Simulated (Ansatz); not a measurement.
## [Br···H···S], triplet along the distance Br1-H2

Starting geometry:

```yaml
atoms:
  - { symbol: Br, position_ang: [0.0000, 0.0000, -1.5262] }
  - { symbol: H, position_ang: [0.0000, 0.0000, -0.1056] }
  - { symbol: S, position_ang: [0.0000, 0.0000, 1.6318] }
```

From there H2 is moved from one fragment to the other while all else, the fragments' distance too, stays fixed; atoms are numbered as listed. Energies are in kcal/mol, counted from the starting geometry at the same level.

Basis cc-pVDZ; Ansatz 0.2.0. Only valence electrons are correlated (noble-gas cores and the filled d shells of p-block atoms frozen). Prefix R: restricted or restricted open-shell reference; prefix U: unrestricted. Active spaces: valence = (14e, 9o) chosen from the atoms' valence shells. No spin–orbit coupling is included, and no scalar relativity.

Coupled cluster chose its determinant by trial CCSD, here up to 0.04 eV above the lowest Hartree–Fock solution of its kind. Runs in a small pair space aren't shown, since their orbitals change along the scan.

Full CI isn't at hand for all of this; UCCSDT(Q) serves as the reference, and is uncertain by about the last step of the cluster series. The frozen core follows each run's orbitals, which can shift R against U totals by a few meV for light atoms and by up to 0.1 eV past Ca.

```tsv
distance Br1-H2 (Å)	UCCSDT(Q)	error UMP2	error RCCSD(T)	error BCCD(T)	error RCCSDT	error NEVPT2 (valence space)	error MRCISD+Q (valence space)
1.321	3.9	-0.4	-0.1	-0.1	0.0	0.1	-0.1
1.421	0.0	0.0	0.0	0.0	0.0	0.0	0.0
1.472	0.0	0.3	0.0	0.0	0.0	-0.1	0.0
1.523	0.6	0.7	0.1	0.1	0.0	-0.1	0.1
1.574	1.4	1.2	0.1	0.1	0.0	-0.1	0.1
1.625	2.1	1.5	0.1	0.1	0.1	0.0	0.1
1.676	2.7	1.6	0.1	0.1	0.1	0.1	0.1
1.727	3.1	1.4	0.1	0.1	0.0	0.3	0.1
1.778	3.7	1.2	0.1	0.1	0.0	0.6	0.2
```

Errors are those of relative energies. In total energy the starting point itself misses UCCSDT(Q) by: UMP2 23.8, RCCSD(T) 0.6, BCCD(T) 0.6, RCCSDT 0.3, NEVPT2 (valence space) 33.9, MRCISD+Q (valence space) 0.5 kcal/mol.

Spread of the error over the points with a reference, to 1.778 Å (largest less smallest): RCCSDT 0.1, RCCSD(T) 0.2, BCCD(T) 0.2, MRCISD+Q (valence space) 0.2, NEVPT2 (valence space) 0.7, UMP2 2.0 kcal/mol.
